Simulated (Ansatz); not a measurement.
**How the Voigt–Reuss–Hill shear modulus of hexagonal BN moves with the method**

No measured value is used here.

**Question.** Put these levels in order of the Voigt–Reuss–Hill shear modulus that they give for hexagonal BN, smallest first: HSE06 (Ansatz, a first-principles code), PBE (Ansatz), PBE-D3(BJ) (Ansatz).

**Answer.** PBE (67.0 GPa), HSE06 (75.6 GPa), PBE-D3(BJ) (93.2 GPa)

Unless a cell is named, each level is at its own relaxed cell (PBE 11.66, PBE-D3(BJ) 9.00, HSE06 10.86 Å³/atom).

HSE06, PBE: the cell comes from a level without a dispersion term, which matters for the spacing of layers, chains or molecules. PBE-D3(BJ): the dispersion coefficients are held fixed in the derivatives. Each level is taken at its own relaxed cell. K meshes differ between the levels. Ansatz's density-functional and Hartree–Fock values are scalar-relativistic unless marked +SOC, with PAW data made under PBE.
